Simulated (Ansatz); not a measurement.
Input for Ansatz (development build ahead of 0.2.0):

```yaml
crystal:
  periodic: [false, false, false]
  atoms:
    - { symbol: C, position_ang: [0.00132, 0.02151, -0.63619] }
    - { symbol: F, position_ang: [0.01757, 0.97863, 0.18466] }
    - { symbol: F, position_ang: [0.00284, -1.05909, 0.16173] }
basis:
  gaussian: { orbitals: cc-pVTZ }
hamiltonian:
  xc: hf
correlation:
  method: mp2
  frozen_orbitals: { C: 1, F: 1 }
```

The input is written out in the form of the current development build from the run's settings.

Results

```
Converged                       : yes
Reference energy                : -236.75245 hartree
Correlation energy              : -0.63406 hartree
Total energy                    : -237.38650 hartree
Spin squared of the determinant : 0.000
```
